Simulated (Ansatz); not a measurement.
Results of HSE06+SOC in Ansatz (PAW) for fluorite SrCl2.

Settings: plane-wave cutoff 460 eV, 6×6×6 k mesh, Fermi–Dirac smearing 0.01 eV, PAW data made under PBE.

The cell has the measured lattice: a = 6.9744 Å, b = 6.9744 Å, c = 6.9744 Å, α = 90.00°, β = 90.00°, γ = 90.00°.

Problem. What does this level give for the band gap, smallest direct gap on the k points sampled and direct gap at Γ?

Solution. 
- band gap = 6.63 eV (on the SCF k mesh) (indirect)
- smallest direct gap on the k points sampled = 6.82 eV
- direct gap at Γ = 6.94 eV

Measured, for comparison: band gap 7.5 eV (temperature not stated, no zero-point or thermal correction; as tabulated in Aguado et al. (1999), arXiv:cond-mat/9901145). Computed (rounded) less measured: band gap -0.87 eV.

Note: cell and atoms aren't relaxed at this level (pressure 0.5 GPa).

Ansatz is a program for electronic structure.
